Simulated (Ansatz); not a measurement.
## [CH$_{3}$···H···N], quartet: reading a ladder of total energies

Geometry: a point of a hydrogen-transfer path between rigid fragments, not a stationary point.

```yaml
atoms:
  - { symbol: C, position_ang: [-1.2740, 0.0000, 0.0000] }
  - { symbol: H, position_ang: [-1.6372, 1.0273, 0.0000] }
  - { symbol: H, position_ang: [-1.6372, -0.5137, 0.8897] }
  - { symbol: H, position_ang: [-1.6372, -0.5137, -0.8897] }
  - { symbol: H, position_ang: [0.3030, 0.0000, 0.0000] }
  - { symbol: N, position_ang: [1.4240, 0.0000, 0.0000] }
```

Basis cc-pVDZ; Ansatz 0.2.0. Correlated methods freeze the noble-gas cores, which leaves 13 electrons in 46 orbitals. R marks a restricted (for open shells ROHF) determinant, U an unrestricted one.

Full CI isn't at hand for all of this; UCCSDT(Q) serves as the reference, and is uncertain by about the last step of the cluster series.

Runs differ by some tens of microhartree through their thresholds and, for an open shell, their frozen cores, so steps under 0.03 kcal/mol mean nothing.

```tsv
level	total energy (hartree)
UHF	-94.508563
UMP2	-94.750338
UCCSD	-94.793068
UCCSD(T)	-94.798876
UCCSDT	-94.799786
UCCSDT(Q)	-94.800097
```

**Question.** What is the correlation energy at UCCSDT(Q), and what share of it do UMP2 and UCCSDT recover?

**Answer.** E(corr) = -94.800097 − (-94.508563) = -0.291534 hartree = -7.933 eV. UMP2: -0.241775 / -0.291534 = 82.93 %. UCCSDT: -0.291223 / -0.291534 = 99.89 %.

**Question.** By how many kcal/mol does UCCSD(T) miss UCCSDT(Q) (1 hartree = 627.509 kcal/mol), and which steps make up the rest?

**Answer.** -94.798876 − (-94.800097) = 0.001221 hartree = 0.77 kcal/mol. Steps: UCCSDT − UCCSD(T) = -0.57, UCCSDT(Q) − UCCSDT = -0.20 kcal/mol. That is within 1 kcal/mol of the reference in this basis, which itself misses far more of the correlation at the basis-set limit.
